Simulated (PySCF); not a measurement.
# Oxygen: a sound run and one with changed settings

Sound run: O [He] 2s2 2p4, O⁺ [He] 2s2 2p3. All numbers are calculated (PySCF 2.14, scalar relativity by spin-free X2C-1e, in x2c-SVPall (3s2p1d, 14 functions)). The sound run starts from symmetry-adapted Hartree-Fock orbitals and uses a fine grid where one is needed.

Changed run: radial step 1.2 in ln r (0.13 in the sound run). This setting is unsound on purpose.

| species | method | sound run (hartree) | changed run (hartree) | converged |
| --- | --- | --- | --- | --- |
| O | UHF | -74.77172 | -74.77172 | yes |
| O | LDA | -74.48028 | -74.25926 | yes |
| O | PBE | -74.96749 | -74.75348 | yes |
| O⁺ | UHF | -74.32809 | -74.32809 | yes |
| O⁺ | LDA | -73.97209 | -73.71363 | yes |
| O⁺ | PBE | -74.45727 | -74.20441 | yes |

Ionisation energy of O:

| method | sound run (eV) | changed run (eV) |
| --- | --- | --- |
| UHF | 12.072 | 12.072 |
| LDA | 13.829 | 14.847 |
| PBE | 13.884 | 14.941 |

A coarse radial grid mis-integrates the density and the exchange-correlation energy, with errors of either sign; Hartree-Fock needs no grid.

For comparison, NIST gives 13.618 eV between the lowest levels.
